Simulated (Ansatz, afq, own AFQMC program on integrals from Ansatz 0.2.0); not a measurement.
AFQMC on a folder of integrals that Ansatz 0.2.0 wrote.

```yaml
crystal:
  periodic: [false, false, false]
  atoms:
    - {symbol: N, position_ang: [0.000000, 0.000000, 0.000000]}
    - {symbol: O, position_ang: [0.000000, 0.000000, 1.681000]}
basis:
  gaussian: {orbitals: 6-31G}
magnetization: {spin_polarized: true, initial_magnetization: 3}
correlation: {method: ccsd_t, electrons: outside_noble_gas, hamiltonian_folder: ham}
```

```sh
$ ansatz run in.yaml --threads 1 --pin off --events-out ev --progress --plain --max-ram 24576MiB --backend cuda --devices 0, --max-vram 18GiB
```

Options of the walk:

```
--method phaseless --trial cisd --walkers 40 --populations 1 --least-time 40 --time-step 0.01 --steps-per-block 50 --equilibration-blocks 20 --max-blocks 80 --target-error 0.0008 --factor-cut 0.001 --start spin_pure --seed 8720 --taylor-order 6
```

Times are imaginary, in 1/Eh. The walk had a cap of 60 s.

afq prints:

```
orbitals 16  electrons 7 4  factors 65 of 208
reference energy -129.08893926 Eh
CCSD correlation -0.17820789 Eh in 19 cycles, weight of the determinant in the CISD state 0.7743
energy of the start -129.257692 Eh
 block  time / (1/Eh)  mean weight  energy / Eh
     1     0.500  0.9963  -129.263038
     2     1.000  1.0015  -129.278725
     3     1.500  1.0060  -129.280725
     4     2.000  1.0009  -129.276649
     5     2.500  0.9981  -129.273930
     8     4.000  0.9971  -129.279397
    11     5.500  0.9977  -129.278382
    17     8.500  0.9978  -129.281962
    23    11.500  1.0011  -129.274382
    29    14.500  1.0032  -129.286328
    35    17.500  1.0008  -129.271860
    41    20.500  0.9988  -129.276894
    47    23.500  1.0010  -129.276305
    53    26.500  1.0017  -129.278211
    59    29.500  1.0005  -129.278296
    65    32.500  1.0051  -129.264860
    71    35.500  1.0037  -129.282217
    77    38.500  1.0036  -129.267539
    83    41.500  1.0002  -129.296672
    89    44.500  0.9976  -129.262273
    91    45.500  1.0031  -129.259910
    95    47.500  1.0022  -129.282625
    99    49.500  1.0008  -129.272615
blocks merged  error / Eh  count
     1  0.000797  80
     2  0.000925  40
     4  0.000979  20
     8  0.001042  10
energy -129.274492 +/- 0.000979 Eh
(rows thinned)
```

The run passed its tests (sampling time, drift between the halves within three errors, error under three times the target), which doesn't prove that it has relaxed.

Against this walk (error 26.6 meV) on the same determinant: CCSD(T) 44.0 meV higher (within the noise), full CI 39.7 meV lower (within the noise), a separate phaseless walk with a CISD trial and standard settings 1.9 ± 27.0 meV higher (within the noise). The error is statistical and leaves out the bias of the constraint. The determinant has ⟨S²⟩ = 4.03, so the low cluster orders mix in higher spin, while the walk starts as a pure quartet. The determinant is a poor start (see the cautions), so the low cluster orders aren't to be relied on, and full CI is the sure value.

Cautions: constraint bias not in the error; error above the target (26.6 against 21.8 meV); lower spins were not checked; an unrestricted solution with more broken spin lies lower (283 meV, ⟨S²⟩ 4.15); strong correlation (T1 0.075, weight of the determinant 0.77, largest double 0.21); unrestricted determinant spin contaminated (⟨S²⟩ 4.03 against 3.75); the bias of populations of 40 walkers isn't removed; the coarse factor cut changes the integrals a little; the time-step error isn't removed.

The walk took 20 s on 1 × NVIDIA H100 80GB HBM3 with 2 threads of AMD EPYC 7R13 Processor (Zen 3) (shared host) (the card was shared). The log's last line is the phaseless energy.

A walk keeps the symmetry of its determinant, which the program's search chose and which needn't be the lowest solution, so a lower state of the same spin and another symmetry isn't excluded.
